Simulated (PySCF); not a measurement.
# C3H5F3 (SMILES CC(F)C(F)F): levels of theory compared

We compute a comparison of 4 runs (HF/3-21G, PBE0/def2-SVP, r2SCAN/def2-TZVP, CCSD(T)/6-31G*) of C3H5F3. Input form: a Python script.

The results are computed with PySCF 2.14.0.

### 1 The system as given

The species is C3H5F3 (11 atoms), meant as a singlet with charge 0. As SMILES, `CC(F)C(F)F`. The coordinates come from a PBE0-D4/def2-TZVP relaxation. This is one conformer, not always the lowest.

Bond lengths: C1–C2 1.505 Å, C2–F3 1.383 Å, C2–C4 1.516 Å, C4–F5 1.351 Å, C4–F6 1.357 Å, C1–H7 1.090 Å, C1–H8 1.092 Å, C1–H9 1.091 Å, C2–H10 1.095 Å, C4–H11 1.096 Å. Some angles: C1–C2–F3 109.7°, C1–C2–C4 112.9°, F3–C2–C4 106.6°, C2–C4–F5 110.2°, C2–C4–F6 109.2°, F5–C4–F6 107.6°, C1–C2–H10 111.8°, F3–C2–H10 107.7°, C4–C2–H10 108.0°, C2–C1–H7 109.6°.

### 2 Energy and forces at HF/3-21G (run 1)

File run.py:

```python
from pyscf import gto

molecule = gto.M(
    atom='''
C      0.337127    -1.675242     1.777476
C      1.030090     0.323899    -0.122076
F      2.660167    -0.680868    -1.900687
C     -1.235314     1.323753    -1.561481
F     -0.523076     3.217259    -3.118048
F     -2.935690     2.282978     0.100533
H      2.044495    -2.390504     2.682844
H     -0.627767    -3.252030     0.858881
H     -0.901021    -0.890250     3.225951
H      1.983457     1.931867     0.767418
H     -2.162603    -0.139462    -2.695316
''',
    verbose=4,
    spin=0,
    charge=0,
    unit='bohr',
    basis='3-21g',
    max_memory=1860,
)

hf = molecule.RHF()
hf.conv_tol = 1e-10
hf.kernel()
if not hf.converged:
    hf = hf.newton().run(hf.mo_coeff, hf.mo_occ)

etot = hf.e_tot
print('E(%s) = %.9f' % ('HF', etot))
grad = hf.nuc_grad_method().kernel()
hf.analyze()
```

On the command line:

```bash
$ OMP_NUM_THREADS=1 python run.py
```

The program printed:

```text
PySCF version 2.14.0

[... 83 lines left out ...]
Two-electron Coulomb Energy =          468.470475762636283
[... 14 lines left out ...]
MO #12  energy= -0.867379031726598 occ= 2
[... 12 lines left out ...]
MO #25  energy= -0.489779777487153 occ= 2
[... 12 lines left out ...]
MO #38  energy= 0.94497713150366   occ= 0
[... 12 lines left out ...]
MO #51  energy= 2.08445036366073   occ= 0
[... 12 lines left out ...]
MO #64  energy= 4.3857414406755    occ= 0
[... 78 lines left out ...]
Dipole moment(X, Y, Z, Debye): -0.38346, -1.60267,  1.65305
```

Wall time 3.3 s (1 thread of Intel Xeon at 2.70GHz, shared host); peak memory 0.14 GiB.

### 3 Energy and gradient at PBE0/def2-SVP (run 2)

File input.py:

```python
import pyscf.grad
from pyscf import gto, dft

mol = gto.M(
    atom=[
    ('C', (0.178400, -0.886500, 0.940600)),
    ('C', (0.545100, 0.171400, -0.064600)),
    ('F', (1.407700, -0.360300, -1.005800)),
    ('C', (-0.653700, 0.700500, -0.826300)),
    ('F', (-0.276800, 1.702500, -1.650000)),
    ('F', (-1.553500, 1.208100, 0.053200)),
    ('H', (1.081900, -1.265000, 1.419700)),
    ('H', (-0.332200, -1.720900, 0.454500)),
    ('H', (-0.476800, -0.471100, 1.707100)),
    ('H', (1.049600, 1.022300, 0.406100)),
    ('H', (-1.144400, -0.073800, -1.426300)),
],
    max_memory=1860,
    charge=0,
    verbose=4,
    basis='def2-svp',
)

mf = dft.RKS(mol, xc='pbe0')
mf.conv_tol = 1e-10
mf.grids.level = 5
mf.kernel()
if not mf.converged:
    mf = mf.newton().run(mf.mo_coeff, mf.mo_occ)

e_tot = mf.e_tot
print('E(%s) = %.9f' % ('PBE0', e_tot))
grad = mf.Gradients().kernel()
mf.analyze()
```

On the command line:

```bash
$ OMP_NUM_THREADS=1 python input.py
```

The program printed:

```text
PySCF version 2.14.0

[... 111 lines left out ...]
MO #9   energy= -1.21147910806531  occ= 2
[... 19 lines left out ...]
MO #29  energy= 0.123058382860327  occ= 0
[... 19 lines left out ...]
MO #49  energy= 0.69399489021688   occ= 0
[... 19 lines left out ...]
MO #69  energy= 1.726040673775     occ= 0
[... 19 lines left out ...]
MO #89  energy= 2.58828701806362   occ= 0
[... 19 lines left out ...]
MO #109 energy= 3.86740085995201   occ= 0
[... 123 lines left out ...]
Dipole moment(X, Y, Z, Debye): -0.33333, -1.28477,  1.39694
```

Run time: 54 s. Hardware: 1 thread of Intel Xeon at 2.70GHz, shared host; peak memory 1.1 GiB.

Run 3 isn't shown in full; the table further down has it.

### 4 A single-point energy at CCSD(T)/6-31G(d) (spherical functions) (run 4)

File calc.py:

```python
from pyscf import gto, cc

molecule = gto.Mole()
molecule.atom = '''
C      0.337127    -1.675242     1.777476
C      1.030090     0.323899    -0.122076
F      2.660167    -0.680868    -1.900687
C     -1.235314     1.323753    -1.561481
F     -0.523076     3.217259    -3.118048
F     -2.935690     2.282978     0.100533
H      2.044495    -2.390504     2.682844
H     -0.627767    -3.252030     0.858881
H     -0.901021    -0.890250     3.225951
H      1.983457     1.931867     0.767418
H     -2.162603    -0.139462    -2.695316
'''
molecule.unit = 'bohr'
molecule.max_memory = 1860
molecule.verbose = 4
molecule.basis = '6-31g*'
molecule.build()

mf = molecule.RHF()
mf.conv_tol = 1e-10
mf.kernel()
if not mf.converged:
    mf = mf.newton().run(mf.mo_coeff, mf.mo_occ)

mycc = cc.CCSD(mf, frozen=6)
mycc.kernel()
e_t = mycc.ccsd_t()
etot = mycc.e_tot + e_t
print('E = %.10f Eh' % etot)
mf.analyze()
```

On the command line:

```bash
$ OMP_NUM_THREADS=1 python calc.py
```

The program printed:

```text
PySCF version 2.14.0

[... 108 lines left out ...]
MO #4   energy= -11.4102445398237  occ= 2
[... 17 lines left out ...]
MO #22  energy= -0.57552751337009  occ= 2
[... 17 lines left out ...]
MO #40  energy= 0.800809037647845  occ= 0
[... 17 lines left out ...]
MO #58  energy= 1.66074928214083   occ= 0
[... 17 lines left out ...]
MO #76  energy= 2.28882043204606   occ= 0
[... 17 lines left out ...]
MO #94  energy= 3.45379189874596   occ= 0
[... 108 lines left out ...]
Dipole moment(X, Y, Z, Debye): -0.37222, -1.40502,  1.51433
```

Run time: 75 s. Hardware: 1 thread of Intel Xeon at 2.70GHz, shared host; peak memory 0.68 GiB.

### 5 All runs side by side

| run | level | integration grid | task | energy (Eh) | dipole moment (D) of the reference | HOMO energy (eV) | LUMO energy (eV) | wall time |
| --- | --- | --- | --- | --- | --- | --- | --- | --- |
| 1 | HF/3-21G | – | gradient | -412.578334 | 2.33 | -13.33 | 7.08 | 3.3 s |
| 2 | PBE0/def2-SVP | 5 | gradient | -416.115492 | 1.93 | -9.29 | 2.01 | 54 s |
| 3 | r2SCAN/def2-TZVP | 5 | gradient | -416.843277 | 1.97 | -8.09 | 1.01 | 5.7 min |
| 4 | CCSD(T)/6-31G* (spherical functions) | – | energy | -415.770362 | 2.10 | -13.47 | 6.47 | 75 s |

### 6 Outcome

| quantity | value |
| --- | --- |
| run 4: total energy | -415.77036 Eh |
| run 4: dipole moment (Hartree–Fock density) | 2.10 D |
| run 4: HOMO energy (Hartree–Fock orbitals) | -13.47 eV |
| run 4: LUMO energy (Hartree–Fock orbitals) | 6.47 eV |
| run 4: HOMO–LUMO gap (Hartree–Fock orbitals) | 19.94 eV |
| run 4: correlation energy (6 core orbitals frozen) | -946.3 mEh |
| run 4: (T) correction | -21.67 mEh |
| run 4: T1 diagnostic | 0.011 |

What this shows: Over runs 1, 2, 3 the dipole moment (its size) runs from 1.93 D (PBE0/def2-SVP) to 2.33 D (HF/3-21G). The two ends differ in method and basis. Over runs 1, 2, 3 the HOMO–LUMO gap runs from 9.10 eV (r2SCAN/def2-TZVP) to 20.41 eV (HF/3-21G). Totals of different functionals can't be ranked against each other. All runs together took 7.9 min, the longest 5.7 min.
